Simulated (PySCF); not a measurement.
vinyl acetate, C4H6O2, SMILES C=COC(C)=O, point group C1.

Level: PBE0/pcSseg-1 in PySCF (density fitting, grid level 2); geometry and Hessian at that level, cubic constants and property derivatives from steps of ±0.6 along each species' dimensionless normal coordinates, second-order vibrational perturbation theory. The parent has the commonest isotopes.

Equilibrium geometry (Å):

```tsv
atom	x	y	z
C1	2.4171	0.7749	-0.1678
C2	1.4400	-0.1151	-0.1129
O3	0.1293	0.2968	-0.1639
C4	-0.8427	-0.6553	-0.1056
C5	-2.1928	-0.0174	-0.1717
O6	-0.6158	-1.8288	-0.0134
H7	3.4485	0.4404	-0.1268
H8	2.2129	1.8389	-0.2535
H9	1.5711	-1.1904	-0.0275
H10	-2.2825	0.5701	-1.0909
H11	-2.3181	0.6724	0.6693
H12	-2.9622	-0.7892	-0.1411
```

(1) Give the equilibrium and ground-state rotational constants (MHz) of parent; ²H at 8.

(2) How is the parent's vibrational correction B0 − Be made up?

(3) And its quartic centrifugal distortion constants from the harmonic force field?

A mode lies under 250 cm⁻¹, where this perturbation treatment is rough. Internal rotors are held in one well.

## Answers

(1) 
```json
{"species": "parent", "Ae": "9455.6", "Be": "2255.2", "Ce": "1841.7", "A0": "9404.8", "B0": "2238.3", "C0": "1830.1", "Δ0 (u Å²)": "-3.381", "harmonic ZPE (cm⁻¹)": "20729"}
{"species": "²H at 8", "Ae": "9163.6", "Be": "2182", "Ce": "1781.9", "A0": "9112.4", "B0": "2166.4", "C0": "1771.1", "Δ0 (u Å²)": "-3.398", "harmonic ZPE (cm⁻¹)": "20054"}
```

Δ0 = Ic − Ia − Ib from the ground-state constants.

(2) 
| axis | harmonic | Coriolis | cubic | total (MHz) |
| --- | --- | --- | --- | --- |
| a | 15 | -75.3 | 9.63 | -50.7 |
| b | 1.94 | -4.1 | -14.7 | -16.9 |
| c | 0.65 | -1.36 | -10.9 | -11.6 |

(3) Asymmetric top, A reduction, Ir representation: ΔJ = 0.168 kHz, ΔJK = 1.96 kHz, ΔK = 7.14 kHz, δJ = 0.0357 kHz, δK = 0.139 kHz.
